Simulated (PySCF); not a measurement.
Metal–ligand bonds in Zn(F)1–Y. Gas-phase values, no solvent. One relaxed conformer stands for each flexible species; it need not be the lowest. Multiplicities are imposed; where one is given, others were not computed. Strings in code marks are SMILES.

The numbers are results of PBE-D3(BJ)/def2-TZVP // PBE-D3(BJ)/def2-SVP in PySCF, not measurements. All candidates: neutral, multiplicity 2. 

| Property | Value |
|---|---|
| dipole moment | 0.00 D |
| highest occupied spin orbital | -5.38 eV |

Problem. Which member has these values?
A. `C[N]C`
B. `[NH2]`
C. `[CH3]`
D. `[SH]`

Solution. C, `[CH3]`. The others give `[SH]`: 0.87 D, -6.12 eV; `[NH2]`: 1.92 D, -7.20 eV; `C[N]C`: 1.70 D, -5.55 eV
